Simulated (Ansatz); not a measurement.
Bond stretch in CH, doublet.

Methods: UKS-PBE = unrestricted PBE/aug-cc-pVDZ (Ansatz, a quantum-chemistry and plane-wave program); FCI = full CI/aug-cc-pVDZ, frozen core in Ansatz.

Energies relative to the lowest point of each curve near equilibrium, in kJ/mol; the last columns give the error against full CI:

| R / Å | UKS-PBE | FCI | UKS-PBE − FCI |
|---|---|---|---|
| 0.89 | 140.7 | 140.2 | 0.5 |
| 0.95 | 72.0 | 70.6 | 1.3 |
| 1.01 | 30.4 | 28.9 | 1.5 |
| 1.04 | 17.3 | 16.0 | 1.3 |
| 1.09 | 4.3 | 3.5 | 0.8 |
| 1.13 | 0.2 | 0.0 | 0.2 |
| 1.16 | 0.0 | 0.3 | -0.3 |
| 1.21 | 4.0 | 5.3 | -1.3 |
| 1.24 | 8.5 | 10.5 | -2.0 |
| 1.29 | 18.6 | 21.7 | -3.0 |
| 1.38 | 42.9 | 47.4 | -4.5 |
| 1.53 | 92.0 | 97.1 | -5.0 |
| 1.69 | 147.4 | 149.7 | -2.3 |
| 1.89 | 212.6 | 206.4 | 6.2 |
| 2.03 | 252.2 | 238.0 | 14.2 |
| 2.24 | 294.9 | 272.8 | 22.2 |
| 2.51 | 323.7 | 299.1 | 24.6 |
| 2.79 | 336.9 | 312.4 | 24.5 |
| 3.06 | 342.5 | 318.3 | 24.2 |
| 3.36 | 345.4 | 321.3 | 24.0 |
| 3.96 | 347.2 | 323.3 | 23.9 |
| 4.57 | 347.6 | 323.7 | 23.9 |

UKS-PBE is furthest from FCI at 2.51 (24.6 kJ/mol, above); its mean absolute error over the points is 9.6 kJ/mol.

The unrestricted determinant behind UKS-PBE is spin-contaminated at 0.89 to 1.09, 2.03 to 4.57 Å (<S²> up to 1.8, against 0.75 for a pure doublet).
